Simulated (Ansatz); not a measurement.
Program: Ansatz. Geometries: PBE0-D4/def2-TZVP. ΔE: electronic, gas phase. CCSD(T)/CBS is the MP2 limit (def2-TZVPP, def2-QZVPP) plus CCSD(T) − MP2 in def2-TZVPP, frozen cores. This one scheme is used for every species. Functionals use def2-TZVPP. Each species was taken in one conformer, which may not be the lowest.

Consider the ligand exchange at a B–N bond: `NBN` + H–F → `NBF` + NH₃.

`NBN`:

Cartesian coordinates in Å:
```
N -1.243 0.158 0.019
B 0.057 -0.084 -0.470
N 1.197 -0.091 0.357
H -1.462 0.342 0.982
H -2.044 0.159 -0.583
H 0.198 -0.292 -1.644
H 2.115 -0.264 -0.008
H 1.182 0.073 1.348
```

H–F:

```xyz
2

F     0.059    0.217   -0.401
H    -0.059   -0.217    0.401
```

`NBF`:

Z-matrix (Å, degrees):
```
N
B 1 1.389
H 1 1.006 2 122.9
H 1 1.004 2 122.4 3 -180.0
F 2 1.337 1 119.2 3 0.0
H 2 1.196 1 121.8 3 -180.0
```

NH₃:

Cartesian coordinates in Å:
```
N -0.108 -0.259 0.030
H -0.764 0.457 0.317
H 0.729 -0.135 0.585
H 0.142 -0.064 -0.932
```

```
species  BLYP-D4 energy (Eh)
  `NBN`           -137.45921
    H–F           -100.48156
  `NBF`           -181.39716
    NH₃            -56.56219
```

**Question.** Work out ΔE.

**Answer.** ΔE = (-181.39716) + (-56.56219) − (-137.45921) − (-100.48156) = -0.01858 Eh = -0.51 eV. CCSD(T)/CBS gives -0.45 eV.

Largest T1 diagnostic among the species: 0.012.

In def2-TZVPP, CCSD(T) changes the Hartree–Fock value by +0.13 eV (the triples alone add +0.01 eV) and MP2 by +0.17 eV. The D4 term adds +0.04 eV with B3LYP and +0.02 eV with PBE0; it sums over pairs of atoms, weighted by their polarisabilities, and B3LYP, whose exchange is more repulsive, gets the larger term. At CCSD(T), def2-SVP lies −0.14 eV from the extrapolated value and def2-TZVPP −0.04 eV.

B3LYP here is the variant with VWN-RPA as its local correlation; programs differ in this.
